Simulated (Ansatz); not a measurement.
Run this with the Python package of Ansatz (0.2.0) and show what comes out.

`c2h2s2_methods.py`:
```python
'''C2H2S2 at several levels of theory.'''

from dataclasses import dataclass

import ansatz


@dataclass(frozen=True)
class Settings:
    basis: str = 'cc-pVDZ'


settings = Settings()

system = (
    ansatz.Crystal.molecule()
    .atom('S', [-0.6112, 1.4744, -0.4399])
    .atom('C', [-0.056, 0.0517, -0.045])
    .atom('C', [0.6974, -0.5869, 0.7529])
    .atom('S', [0.0353, -1.5708, -0.4073])
    .atom('H', [-1.4249, 1.1242, -1.4985])
    .atom('H', [1.4014, -0.5566, 1.5916])
)

base = system.calculation().basis(gaussian=settings.basis)

methods = ['mp2', 'ccsd', 'ccsd_t']
batch = ansatz.Session.batch([base.correlation(m).input() for m in methods])
reports = sorted(batch.plan().execute().molecular_reports, key=lambda each: each['member'])
print(f'Hartree-Fock reference {reports[0]["reference_energy_ev"] / 27.211386246:.6f} Ha')
best = reports[-1]['free_energy_ev'] - reports[-1]['reference_energy_ev']
for method, each in zip(methods, reports):
    gained = each['free_energy_ev'] - each['reference_energy_ev']
    print(f'{method:8s} total {each["free_energy_ev"] / 27.211386246:.6f} Ha  correlation {gained:9.4f} eV  ({100 * gained / best:.1f} % of the last)')
```

```console
$ python c2h2s2_methods.py
Hartree-Fock reference -871.811797 Ha
mp2      total -872.329470 Ha  correlation  -14.0866 eV  (90.6 % of the last)
ccsd     total -872.361715 Ha  correlation  -14.9641 eV  (96.2 % of the last)
ccsd_t   total -872.383198 Ha  correlation  -15.5486 eV  (100.0 % of the last)
```

Notes:
- These settings explore the input space; basis and method may be short of convergence.
- The geometry is a force-field or estimated start, not a minimum of this method, and the basis set is short of its limit. A lower total doesn't mark the better method: functionals have no common bound, and MP2 and coupled cluster aren't variational.
- Inner cores stay frozen, so this is valence correlation.
- For Al to Cl the sets with a tight d function, cc-pV(X+d)Z, are usual.
